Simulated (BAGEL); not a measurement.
# PH3 (phosphine), step by step

We compute a single-point energy (HF/cc-pVDZ), then the energy (NEVPT2(2,2)/cc-pVDZ), then the energy (CASPT2(2,2)/cc-pVDZ) of PH3 (phosphine). 

Program for the calculation: BAGEL 1.2.2.

1 further run of the same task is left out (set aside as unsound or not needed).

**1. The system as given**

PH3 has 4 atoms, charge 0, and is taken as a singlet. SMILES: `P`. The P1–H2 distance was set to 3.975 Å, away from the relaxed value. At this shape a bond of the SMILES string is far longer than usual.

Bond lengths: P1–H3 1.420 Å, P1–H4 1.420 Å. Angles: H3–P1–H4 93.1°.

**2. A single-point energy at HF/cc-pVDZ (density fitting with svp-jkfit) (run 1)**

Contents of input.json:

```json
{ "bagel" : [

{
  "title" : "molecule",
  "basis" : "cc-pvdz.json",
  "df_basis" : "svp-jkfit",
  "geometry" : [
    { "atom" : "P", "xyz" : [    -0.31524789,    -1.61194016,    -5.25429089 ] },
    { "atom" : "H", "xyz" : [     1.19222821,    -0.06425069,     1.94074873 ] },
    { "atom" : "H", "xyz" : [    -2.86921275,    -2.24783300,    -4.73348237 ] },
    { "atom" : "H", "xyz" : [    -0.91485799,     0.93919010,    -5.82895661 ] }
  ]
},

{
  "title" : "hf"
},

{
  "title" : "print",
  "file" : "orbitals.molden",
  "orbitals" : true
}

]}
```

The basis set cc-pVDZ is read from a file made from the Basis Set Exchange's data (not shown).

Launch:

```sh
$ BAGEL_NUM_THREADS=1 BAGEL input.json > input.out
```

Standard output:

```text
* using 1 threads per process

  ===============================================================
  ===============================================================

  *** Geometry ***

  { "atom" : "P", "xyz" : [     -0.315248,     -1.611940,     -5.254291 ] },
  { "atom" : "H", "xyz" : [      1.192228,     -0.064251,      1.940749 ] },
  { "atom" : "H", "xyz" : [     -2.869213,     -2.247833,     -4.733482 ] },
  { "atom" : "H", "xyz" : [     -0.914858,      0.939190,     -5.828957 ] },

  Number of auxiliary basis functions:      182

  Since a DF basis is specified, we compute 2- and 3-index integrals:
    o Being stored without compression. Storage requirement is 0.002 GB

  Number of basis functions:       33
  Number of electrons      :       18

    * METHOD: MOLECULE                             0.04

  *** RHF ***

  === Nuclear Repulsion ===
    13.6816671166

      * DIIS with orbital gradients will be used.

  === RHF iteration (cc-pvdz.json) ===
      0       -342.10568678          0.02010274           0.00
      1       -341.99659156          0.02782313           0.00
      2       -342.21340688          0.00529495           0.00
      3       -342.21780690          0.00202549           0.00
      4       -342.21847077          0.00067216           0.00
      5       -342.21856867          0.00012323           0.00
      6       -342.21857203          0.00010693           0.00
      7       -342.21857456          0.00001373           0.00
      8       -342.21857462          0.00000394           0.00
      9       -342.21857462          0.00000072           0.00
     10       -342.21857462          0.00000012           0.00
     11       -342.21857462          0.00000002           0.00
     12       -342.21857462          0.00000000           0.00
    * SCF iteration converged.

    * Permanent dipole moment:
           (    0.626449,     0.103291,     1.418701) a.u.

    * METHOD: HF                                   0.09

    * METHOD: PRINT                                0.01

  ===============================================================
```

Run time: 0.3 s. Hardware: 1 thread of Arm Neoverse N1, shared host.

**3. A single-point energy at NEVPT2(2,2)/cc-pVDZ (density fitting with svp-jkfit) (run 2)**

Contents of calc.json:

```json
{ "bagel" : [

{
  "title" : "molecule",
  "basis" : "cc-pvdz.json",
  "df_basis" : "svp-jkfit",
  "angstrom" : false,
  "geometry" : [
    { "atom" : "P", "xyz" : [ -0.31524789, -1.61194016, -5.25429089 ] },
    { "atom" : "H", "xyz" : [  1.19222821, -0.06425069,  1.94074873 ] },
    { "atom" : "H", "xyz" : [ -2.86921275, -2.24783300, -4.73348237 ] },
    { "atom" : "H", "xyz" : [ -0.91485799,  0.93919010, -5.82895661 ] }
  ]
},
{ "title" : "hf" },
{ "title" : "nevpt2", "nstate" : 1, "nact" : 2, "nclosed" : 8, "active" : [9, 10], "maxiter" : 200, "natocc" : true, "ncore" : 5 },
{ "title" : "print", "file" : "orbitals.molden", "orbitals" : true }

]}
```

The basis set cc-pVDZ is read from a file made from the Basis Set Exchange's data (not shown).

Launch:

```sh
$ BAGEL_NUM_THREADS=1 BAGEL calc.json > calc.out
```

Standard output:

```text
* using 1 threads per process

  ===============================================================
  ===============================================================

  *** Geometry ***

  { "atom" : "P", "xyz" : [     -0.315248,     -1.611940,     -5.254291 ] },
  { "atom" : "H", "xyz" : [      1.192228,     -0.064251,      1.940749 ] },
  { "atom" : "H", "xyz" : [     -2.869213,     -2.247833,     -4.733482 ] },
  { "atom" : "H", "xyz" : [     -0.914858,      0.939190,     -5.828957 ] },

  Number of auxiliary basis functions:      182

  Since a DF basis is specified, we compute 2- and 3-index integrals:
    o Being stored without compression. Storage requirement is 0.002 GB

  Number of basis functions:       33
  Number of electrons      :       18

    * METHOD: MOLECULE                             0.04

  *** RHF ***

  === Nuclear Repulsion ===
    13.6816671166

      * DIIS with orbital gradients will be used.

  === RHF iteration (cc-pvdz.json) ===
      0       -342.10568678          0.02010274           0.00
      1       -341.99659156          0.02782313           0.00
      2       -342.21340688          0.00529495           0.00
      3       -342.21780690          0.00202549           0.00
      4       -342.21847077          0.00067216           0.00
      5       -342.21856867          0.00012323           0.00
      6       -342.21857203          0.00010693           0.00
      7       -342.21857456          0.00001373           0.00
      8       -342.21857462          0.00000394           0.00
      9       -342.21857462          0.00000072           0.00
     10       -342.21857462          0.00000012           0.00
     11       -342.21857462          0.00000002           0.00
     12       -342.21857462          0.00000000           0.00
    * SCF iteration converged.

    * Permanent dipole moment:
           (    0.626449,     0.103291,     1.418701) a.u.

    * METHOD: HF                                   0.09

    * freezing 5 orbitals
  ---------------------------
      CASSCF calculation
  ---------------------------

    ==== Active orbitals : =====
         Orbital 9
         Orbital 10
    ============================

    * nstate   :      1
    * nclosed  :      8
    * nact     :      2
    * nvirt    :     23
  === CASSCF iteration (cc-pvdz.json) ===

    * Using the second-order algorithm

      0  0      -342.34950191     1.47e-02      0.00

      1  0      -342.36750707     5.92e-04      0.02

      2  0      -342.36753648     6.72e-05      0.02

      3  0      -342.36753679     1.23e-05      0.02

      4  0      -342.36753680     2.28e-06      0.02

      5  0      -342.36753680     4.24e-07      0.02

      6  0      -342.36753680     7.89e-08      0.02

      7  0      -342.36753680     1.47e-08      0.02

      8  0      -342.36753680     2.74e-09      0.02

    * Second-order optimization converged. *

     guess   0:   closed 1.                   open ..

  === FCI iteration ===

      0  0      -342.19832002     9.60e-02      0.00
      1  0      -342.36580337     1.27e-02      0.00
      2  0 *    -342.36753680     5.24e-16      0.00

     * ci vector, state   0, <S^2> = 0.0000
       2.     0.7483383831
       .2    -0.6633171673

  === DF-NEVPT2 calculation ===

    * 3-index integral transformation done
    * assembly done

      NEVPT2 correlation energy:   -0.1129805942      0.01

          (+0)     -0.0782469605
          (+0)'    -0.0079826302
          (+1)     -0.0056664114
          (+1)'    -0.0000000000
          (+2)     -0.0000168740
          (-1)     -0.0210355245
          (-1)'     0.0000000000
          (-2)     -0.0000321936

      NEVPT2 total energy:       -342.4805173991

    * METHOD: NEVPT2                               0.21

    * METHOD: PRINT                                0.01

  ===============================================================
```

Run time: 0.5 s. Hardware: 1 thread of Arm Neoverse N1, shared host.

**4. A single-point energy at CASPT2(2,2)/cc-pVDZ (density fitting with svp-jkfit) (run 3)**

Contents of job.json:

```json
{ "bagel" : [

{
  "title" : "molecule",
  "basis" : "cc-pvdz.json",
  "df_basis" : "svp-jkfit",
  "angstrom" : false,
  "geometry" : [
    { "atom" : "P", "xyz" : [ -0.31524789, -1.61194016, -5.25429089 ] },
    { "atom" : "H", "xyz" : [  1.19222821, -0.06425069,  1.94074873 ] },
    { "atom" : "H", "xyz" : [ -2.86921275, -2.24783300, -4.73348237 ] },
    { "atom" : "H", "xyz" : [ -0.91485799,  0.93919010, -5.82895661 ] }
  ]
},
{ "title" : "hf", "charge" : 0 },
{
  "title" : "casscf",
  "nstate" : 1,
  "nact" : 2,
  "nclosed" : 8,
  "charge" : 0,
  "nspin" : 0,
  "active" : [9, 10],
  "maxiter" : 200,
  "natocc" : true
},
{ "title" : "print", "file" : "orbitals.molden", "orbitals" : true },
{ "title" : "smith", "method" : "caspt2", "ms" : true, "xms" : true, "sssr" : true, "shift" : 0.2, "shift_imag" : true, "ncore" : 5 }

]}
```

The basis set cc-pVDZ is read from a file made from the Basis Set Exchange's data (not shown).

Launch:

```sh
$ BAGEL_NUM_THREADS=1 BAGEL job.json > job.out
```

Standard output:

```text
* using 1 threads per process

  ===============================================================
  ===============================================================

  *** Geometry ***

  { "atom" : "P", "xyz" : [     -0.315248,     -1.611940,     -5.254291 ] },
  { "atom" : "H", "xyz" : [      1.192228,     -0.064251,      1.940749 ] },
  { "atom" : "H", "xyz" : [     -2.869213,     -2.247833,     -4.733482 ] },
  { "atom" : "H", "xyz" : [     -0.914858,      0.939190,     -5.828957 ] },

  Number of auxiliary basis functions:      182

  Since a DF basis is specified, we compute 2- and 3-index integrals:
    o Being stored without compression. Storage requirement is 0.002 GB

  Number of basis functions:       33
  Number of electrons      :       18

    * METHOD: MOLECULE                             0.04

  *** RHF ***

  === Nuclear Repulsion ===
    13.6816671166

      * DIIS with orbital gradients will be used.

[... 6 lines left out ...]
    * SCF iteration converged.
[... 1 line left out ...]
    * Permanent dipole moment:
[... 27 lines left out ...]
    * Second-order optimization converged. *
[... 9 lines left out ...]
     * ci vector, state   0, <S^2> = 0.0000
[... 16 lines left out ...]
    * Zeroth order energy : state  0       -0.3464310323

    * CASPT2 iteration is performed using orthogonal basis

      -------------------------------------------  CASPT2 iteration  ---------------------------------------------------
       #      aibj      arbs      arbi      airj      risj      airs      arst      rist         Etot      error   time
      ------------------------------------------------------------------------------------------------------------------

       0  -0.07756  -0.00004  -0.02303  -0.00622  -0.00003  -0.00772  -0.00000   0.00000   -0.1145957  0.0007588   0.01
       1  -0.07756  -0.00004  -0.02304  -0.00622  -0.00003  -0.00775  -0.00000   0.00000   -0.1146367  0.0000442   0.01
       2  -0.07756  -0.00004  -0.02304  -0.00622  -0.00003  -0.00775  -0.00000  -0.00000   -0.1146369  0.0000033   0.01
       3  -0.07756  -0.00004  -0.02304  -0.00622  -0.00003  -0.00775  -0.00000  -0.00000   -0.1146369  0.0000007   0.01

      ------------------------------------------------------------------------------------------------------------------

    * CASPT2 energy : state  0     -342.4833967909
        w/o shift correction       -342.4821736937
        reference weight              0.9475568018

    * METHOD: SMITH                                0.06

  ===============================================================
```

It took 0.54 s on 1 thread of Arm Neoverse N1, shared host.

**5. What came out**

| quantity | value |
| --- | --- |
| run 1, HF/cc-pVDZ: total energy | -342.21857 Eh |
| run 1, HF/cc-pVDZ: dipole moment | 3.95 D |
| run 1, HF/cc-pVDZ: HOMO energy | -7.14 eV |
| run 1, HF/cc-pVDZ: LUMO energy | -2.65 eV |
| run 1, HF/cc-pVDZ: HOMO–LUMO gap | 4.49 eV |
| run 2, NEVPT2(2,2)/cc-pVDZ: total energy | -342.48052 Eh |
| run 3, CASPT2(2,2)/cc-pVDZ: total energy | -342.48340 Eh |

**Reading.** One bond (run 1, HF/cc-pVDZ) is far stretched, which a spin-restricted single reference describes badly; a broken-symmetry solution may lie lower.
